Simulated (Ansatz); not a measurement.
Cost and result for the atomization energy of H$_{2}$S$_{2}$Si, SMILES `S[Si]S` (5 atoms, 4 bonds).

Total charge 0; spin multiplicity 1. All single points use the PBE0-D4/def2-TZVP geometry. It is one conformer, not always the lowest. Program: Ansatz. All runs use 2 threads of a server CPU on a shared host. Times are those of one run each, without the atoms' runs, and a repeat can differ threefold. Electronic energies, without spin–orbit coupling; frozen cores. CCSD(T)/CBS extrapolates def2-TZVPP and def2-QZVPP, and its time is that of the two runs behind it. T1 = 0.015. HSE06 is the plane-wave form, built on full-range PBE exchange.

CCSD(T)/CBS is a level of theory with its own doubt, some kJ/mol a heavy atom from the limit and from the frozen cores, so smaller differences don't rank the functionals.

| level | functions | atomization (kcal/mol) | difference from CCSD(T)/CBS | per bond |
| --- | --- | --- | --- | --- |
| CCSD(T)/def2-TZVPP | 154 | 333.0 | -15.1 | -3.8 |
| PBE0-D4/def2-TZVPP | 154 | 346.8 | -1.3 | -0.3 |
| PBE-QIDH/def2-TZVPP | 154 | 341.6 | -6.5 | -1.6 |
| HSE06-D4/def2-TZVPP | 154 | 347.2 | -0.9 | -0.2 |
| r2SCAN-D4/def2-TZVPP (with forces) | 154 | 349.6 | 1.5 | 0.4 |
| B2PLYP/def2-TZVPP | 154 | 338.9 | -9.2 | -2.3 |
| CAM-B3LYP-D4/def2-TZVPP | 154 | 342.0 | -6.1 | -1.5 |
| ωB97X-V/def2-TZVPP | 154 | 350.2 | 2.1 | 0.5 |
| CCSD(T)/CBS(def2) | – | 348.1 | 0.0 | 0.0 |
| CCSD(T)/def2-QZVPP | 270 | 341.8 | -6.3 | -1.6 |
| CCSD(T)/def2-SVP | 64 | 309.4 | -38.7 | -9.7 |
| ωB97M-V/def2-TZVPP (with forces) | 154 | 352.9 | 4.8 | 1.2 |
| r2SCANh-D4/def2-TZVPP | 154 | 346.3 | -1.8 | -0.5 |

(1) Order the runs by time, with rough figures. (Best estimate.)

Results:

(1) The calculation gave: CCSD(T)/def2-SVP 0.6 s; PBE0-D4/def2-TZVPP 1.6 s; HSE06-D4/def2-TZVPP 1.9 s; CAM-B3LYP-D4/def2-TZVPP 2 s; B2PLYP/def2-TZVPP 2.8 s; PBE-QIDH/def2-TZVPP 3 s; r2SCAN-D4/def2-TZVPP (with forces) 3.1 s; r2SCANh-D4/def2-TZVPP 3.2 s; ωB97X-V/def2-TZVPP 4.5 s; ωB97M-V/def2-TZVPP (with forces) 6.5 s; CCSD(T)/def2-TZVPP 11 s; CCSD(T)/def2-QZVPP 11 min; CCSD(T)/CBS(def2) 11 min.

The D4 term adds +5.8 kcal/mol with B3LYP and +2.9 kcal/mol with PBE0; it sums over pairs of atoms, weighted by their polarisabilities, and B3LYP, whose exchange is more repulsive, gets the larger term. Leaving LDA and LC-ωPBE aside and taking each functional with its dispersion term where it has one, the values, not all of them listed here, spread over 22.8 kcal/mol, from BHLYP-D4 to B97M-V. LDA lies +52.0 kcal/mol from PBE without D4, its usual overbinding. From r2SCAN to r2SCAN0 (25 % exact exchange), in def2-TZVPP and without D4, the atomization energy moves by −8.1 kcal/mol: exact exchange takes away binding that semilocal exchange gives to molecules.

B3LYP here is the variant with VWN-RPA as its local correlation; programs differ in this.
